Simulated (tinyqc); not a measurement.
Inside a calculation. Method: Hueckel theory of the pi electrons with the omega technique, for the molecule C=C([CH2-])F (SMILES; centres numbered as the heavy atoms are written). One step of it, computed by the program tinyqc.

Task: Energy, charges, bond orders. E = sum n x; q_r = z_r - P_rr; bond order p = P_rs; free valence = sqrt(3) - sum of p over the bonds of the atom.

final x values: 3.197004  1.122207  -0.287946  -1.631263

occupations: 2.000000  2.000000  2.000000  0.000000

final P, lower triangle:
```
           1C        2C         3C        4F
1C   1.479911
2C   0.698644  1.061500
3C  -0.520089  0.698644   1.479911
4F  -0.105307  0.141460  -0.105307  1.978678
```

Centres:
```
centre  z_r, pi electrons of the neutral centre         h
1C                                            1  0.000000
2C                                            1  0.000000
3C                                            1  0.000000
4F                                            2  3.000000
```

Bonds:
```
i  j         k
1  2         1
2  3         1
2  4  0.700000
```

Give: pi energy = 6 alpha + this times beta; pi charges; Bond orders and lengths from R = 1.517 - 0.180 p; free valence of the carbons; gap between the highest filled and the next level.

Result:

pi energy = 6 alpha + this times beta = 8.063

pi charges: 1C -0.480, 2C -0.061, 3C -0.480, 4F 0.021

Bond orders and lengths from R = 1.517 - 0.180 p (angstrom, C-C alone):
```
bond      p      R
1-2   0.699  1.391
2-3   0.699  1.391
2-4   0.141      -
```

free valence of the carbons: 1C 1.033, 2C 0.193, 3C 1.033

gap between the highest filled and the next level = 1.343 |beta|
